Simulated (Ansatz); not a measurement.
# Relaxing HfCuSiAs

These are results of DFT r2SCAN, scalar-relativistic, plane waves, PAW in Ansatz, not measurements.

The start is a database structure of HfCuSiAs, space group P4/nmm (No. 129).

The final relaxation ran on this input, with the default PAW datasets:

```yaml
crystal:
  lattice:
    - [3.654629, 0.0, 0.0]
    - [0.0, 3.654629, 0.0]
    - [0.0, 0.0, 9.571473]
  atoms:
    - { symbol: Hf, position: [0.0, 0.5, 0.780021] }
    - { symbol: Hf, position: [0.5, 0.0, 0.219979] }
    - { symbol: Si, position: [0.5, 0.5, 0.0] }
    - { symbol: Si, position: [0.0, 0.0, 0.0] }
    - { symbol: Cu, position: [0.5, 0.5, 0.5] }
    - { symbol: Cu, position: [0.0, 0.0, 0.5] }
    - { symbol: As, position: [0.0, 0.5, 0.31851] }
    - { symbol: As, position: [0.5, 0.0, 0.68149] }
basis:
  ecutwfc: 500
kpoints:
  mp_grid: { grid: [10, 10, 4] }
hamiltonian:
  xc: r2scan
scf:
  occupations: { method: gaussian, width: 0.1 }
output:
  forces: true
  stress: true
  eigenvalues: true
relax:
  adjacent_minimum: "off"
  f_tol: 0.01
  max_steps: 80
  cell: { stress_tol: 0.05 }
```

Launched as:

```bash
ansatz run input.yaml --threads 1 --pin off --max-ram 2560MiB --backend cpu --events-out ev --progress --plain --runs-dir out
```

It took 11 min on 1 thread of Arm Neoverse V2 (shared host), peak memory 0.99 GiB.

The program printed at the end:

```
SCF converged after 9 iterations
Free energy (F): -55740.608634 eV
Harris-Foulkes:  -55740.608634 eV  (|F-HF|=1.46e-11)
Internal energy: -55740.601605 eV  (E = F + TS)
E sigma→0 (E₀):  -55740.605119 eV
Entropy (-TS):   -0.007029 eV (-0.879 meV/atom)
Fermi energy:    16.617248 eV
--- Per-component energies (eV) ---
  E_band       = -1178.944727
  E_kinetic    = 1741.439091
  E_local      = -29400.835982  (includes V_loc(G=0)·N_el)
  E_nonlocal   = -2988.871744
  E_hartree    = 14116.685477
  E_xc         = -989.383414
  E_vxc        = -1109.293865  (∫ρ·V_xc dr)
  E_paw        = -22000.889611  (= ΣΔE_a)
  E_vpaw       = 2285.859807  (= ΣTr[D̂ρ^β])
  E_aug_tail   = 0.000284  (compensation charges beyond the density's cutoff)
  E_vtau       = 59.386047  (kinetic-family band-sum trace: ∫τ·v_τ [+ j·A + Jᵃ·Aᵃ] dr)
  E_ewald      = -16215.718852
  E_core_change = -3.026854  (= ΣΔE_core)
  E_smearing   = -0.007029  (= −TS)
  E_closure    =  0.000000  (closes the sum)
  Σ components = -55740.608634   (vs F -55740.608634, Δ=0.00e0)
--- Forces (eV/Å), atoms counted from 1 ---
  atom   1  Hf     0.00000000     0.00000000     0.00080374
  atom   2  Hf     0.00000000     0.00000000    -0.00080374
  atom   3  Si     0.00000000     0.00000000     0.00000000
  atom   4  Si     0.00000000     0.00000000     0.00000000
  atom   5  Cu     0.00000000     0.00000000     0.00000000
  atom   6  Cu     0.00000000     0.00000000     0.00000000
  atom   7  As     0.00000000     0.00000000     0.00246040
  atom   8  As     0.00000000     0.00000000    -0.00246040
  max |Σ_I F_I| component: 7.32e-19 eV/Å
--- Stress (GPa, compression-positive) ---
       -0.005471       0.000000       0.000000
        0.000000      -0.005471       0.000000
        0.000000       0.000000      -0.014439
  P = ⅓ Tr σ = -0.0085 GPa (-0.085 kbar)
--- Relaxed structure (5 steps of the walk, 5 accepted, 1 SCFs on fresh bases) ---
  F+E_penalty+E_count = -55740.60863411 eV   max|allowed force component| = 2.460e-3 eV/Å   (the final SCF, on the basis selected at the relaxed cell)
  cell:  # Å, volume = 126.9335 Å³
    - [3.621912, 0.000000, 0.0]
    - [0.000000, 3.621912, 0.0]
    - [0.0, 0.0, 9.676103]
  atoms:
    - { symbol: Hf, position: [0.000000, 0.5, 0.781347] }
    - { symbol: Hf, position: [0.5, 0.000000, 0.218653] }
    - { symbol: Si, position: [0.5, 0.5, 0.000000] }
    - { symbol: Si, position: [0.000000, 0.000000, 0.000000] }
    - { symbol: Cu, position: [0.5, 0.5, 0.5] }
    - { symbol: Cu, position: [0.000000, 0.000000, 0.5] }
    - { symbol: As, position: [0.000000, 0.5, 0.321055] }
    - { symbol: As, position: [0.5, 0.000000, 0.678945] }
```

Absolute energies hang on the potentials; compare differences alone.

The result has space group P4/nmm (No. 129). Hf is coordinated by 4 As at 2.75 Å, 4 Si at 2.78 Å, 4 Cu at 3.27 Å and 4 Hf at 3.62 Å; Si has 4 Si at 2.56 Å and 4 Hf at 2.78 Å; Cu is coordinated by 4 As at 2.51 Å and 4 Cu at 2.56 Å; As is coordinated by 4 Cu at 2.51 Å and 4 Hf at 2.75 Å.

Against the elements it lies at -0.59 eV/atom. Energies over the elements count from the elements' standard structures at the same level, with no empirical corrections.

For metals, differences of a few meV/atom aren't resolved. Spin–orbit coupling is left out.

A structure relaxed within its symmetry needn't be a true minimum.